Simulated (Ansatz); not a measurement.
Si2H5 (SMILES [SiH2][SiH3]): the energy, rung by rung

The species is Si2H5 (7 atoms), meant as a doublet with charge 0. SMILES: `[SiH2][SiH3]`. The coordinates come from a PBE0-D4/def2-TZVP relaxation.

```xyz
7

Si   -0.2096   -1.3612   -0.1911
Si    0.3579    0.8892   -0.0620
H    -0.0026   -2.1239    1.0703
H    -1.5736   -1.6246   -0.7256
H     0.2100    1.5028   -1.4080
H    -0.4958    1.6431    0.8986
H     1.7749    1.0068    0.3722
```

Each level gives the energy change with the Si1–H4 bond stretched from 1.488 to 2.977 Å (eV). The values are calculated.

| level | kind | program | value (eV) | less FCI/STO-3G | CPU time (all runs) |
| --- | --- | --- | --- | --- | --- |
| UHF/STO-3G | Hartree–Fock | Ansatz | 4.09 | -0.25 | 0.45 s |
| USVWN5/STO-3G | LDA | Ansatz | 4.95 | +0.61 | 3.4 s |
| U-r2SCAN/STO-3G | meta-GGA | Ansatz | 4.66 | +0.32 | 18 s |
| U-r2SCAN0/STO-3G | hybrid meta-GGA | Ansatz | 4.66 | +0.32 | 17 s |
| UB3LYP/STO-3G | global hybrid | Ansatz | 4.58 | +0.24 | 7.7 s |
| U-wB97M-V/STO-3G | range-separated hybrid | Ansatz | 4.69 | +0.35 | 67 s |
| RPA@PBE/STO-3G | RPA | Ansatz | 4.48 | +0.14 | 9.5 s |
| UMP2/STO-3G | perturbation theory | Ansatz | 4.33 | -0.01 | 0.53 s |
| UCCSDT(Q)/STO-3G | coupled cluster or CI | Ansatz | 4.34 | 0.00 | 3.3 s |
| FCI/STO-3G | exact in the basis | Ansatz | 4.34 | 0.00 | 72 s |

FCI/STO-3G is exact within its basis and frozen core, so for wave-function methods in that basis the difference is their error; functionals converge differently with the basis, so for them it is only a difference. The first shape isn't each level's own minimum. The values span 4.09 to 4.95 eV. Spin contamination of the reference (⟨S²⟩ at least 0.1 too high) touches UHF/STO-3G, USVWN5/STO-3G, U-r2SCAN/STO-3G, U-r2SCAN0/STO-3G, UB3LYP/STO-3G, U-wB97M-V/STO-3G, RPA@PBE/STO-3G, UMP2/STO-3G, UCCSDT(Q)/STO-3G. All rows use very small basis sets, so none should be taken for the real molecule's value. Times are those of the runs behind each value, whatever else they computed, on shared processors of several kinds: orders of magnitude only.
